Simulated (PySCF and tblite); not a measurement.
Results of a calculation; reference values are marked as such.
C4H5NO, numbered as in [CH3:1][O:2]/[CH:3]=[CH:4]/[C:5]#[N:6].

Free energies: B3LYP-D3(BJ)/def2-SVP (IEF-PCM, dichloromethane) on GFN2-xTB structures plus GFN2-xTB thermal terms, symmetry and mirror images included. Conformers within 2.5 kcal/mol (GFN2-xTB free energy) were kept, 6 at most. GIAO shieldings: KT2/pcSseg-1 (IEF-PCM, dichloromethane). Shifts are against TMS (¹H), TMS (¹³C) at the same level. (PySCF 2.14, tblite 0.8.)

(1) Predict the averaged NMR shifts at 298.15 K.

(2) How do the conformers differ?

(3) Which signal moves most, for its nucleus, between 250 and 350 K through the change of populations alone?

Shifts are unscaled: against experiment ¹³C can be off by 15 ppm or more and ¹H by 0.8 ppm.

## Answers

(1) ¹H: 7.48 (H3, 1H), 4.61 (H4, 1H), 4.04 (H1, 3H) ppm. ¹³C: 167.5 (C3), 116.6 (C5), 68.9 (C4), 58.7 (C1) ppm.

(2) Torsions listed: C1–O2–C3–C4.
```
conformer  shape  weight %
        1     0°      84.5
        2   180°      15.5
```

```
signal      1      2  average
    H1   4.01   4.19     4.04
    H3   7.51   7.33     7.48
    H4   4.57   4.83     4.61
    C1   57.9   63.0     58.7
    C3  167.1  169.9    167.5
    C4   68.3   72.1     68.9
    C5  116.6  116.6    116.6
```

(3) C1: 58.4 ppm at 250 K, 58.7 ppm at 298.15 K, 58.9 ppm at 350 K.
